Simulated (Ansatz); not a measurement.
Tetradymite Bi2Te3, treated with PBE (PAW; Ansatz, a first-principles code).

Run with plane-wave cutoff 520 eV, 10×10×10 k mesh, Fermi–Dirac smearing 0.01 eV, scalar-relativistic PAW data made under PBE.

Cell (measured lattice):

Space group R-3m, hexagonal axes (No. 166); a = 4.3860 Å, b = 4.3860 Å, c = 30.4970 Å, α = 90.00°, β = 90.00°, γ = 120.00°

```tsv
atom	site	symmetry	x	y	z
Bi	6c	3m	0.0000	0.0000	0.4000
Te	3a	-3m	0.0000	0.0000	0.0000
Te	6c	3m	0.0000	0.0000	0.2095
```
(The calculation used a cell of 5 atoms; values per cell refer to that cell.)

Task: Give the computed band gap.

Result: 
- band gap = 0.29 eV

Note: cell and atoms aren't relaxed at this level (largest force component 0.05 eV/Å, pressure 1.9 GPa).

Spin–orbit coupling is not included; it can close the smallest gap of 0.29 eV.

The computed numbers hold no vibrational or temperature effects.
